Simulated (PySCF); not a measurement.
**O2: from constants to spectrum**

UHF-CCSD(T) constants of O2, triplet, unpaired electrons π ↑↑ (basis O def2-TZVPP; no relativity; PySCF 2.14; masses 15.9949 and 15.9949 u):

* ωe: 1585.6 cm⁻¹
* ωexe: 11.0 cm⁻¹
* Be: 1.4358 cm⁻¹
* αe: 0.0151 cm⁻¹
* De to O + O: 4.94 eV

Problem. What force constant and bond length do these constants imply?

Solution. Reduced mass μred = 7.9975 u; k = 5.8918×10⁻⁷·μred·ωe² (u, cm⁻¹, mdyn/Å) = 11.8 mdyn/Å; Re = √(16.8576/(μred·Be)) (u, cm⁻¹, Å) = 1.212 Å.

Problem. Estimate the centrifugal constant D from the Kratzer relation and find the Dunham coefficient a1.

Solution. D = 4Be³/ωe² = 4.71e-06 cm⁻¹; a1 = −1 − αeωe/(6Be²) = -2.94.

Measured values (Huber and Herzberg, Constants of Diatomic Molecules (1979)): ωe = 1580.193 cm⁻¹, ωexe = 11.981 cm⁻¹, αe = 0.01593 cm⁻¹.

Correlated steps freeze 2 core orbitals. The state was picked by a PBE0 search and need not be the measured ground state.
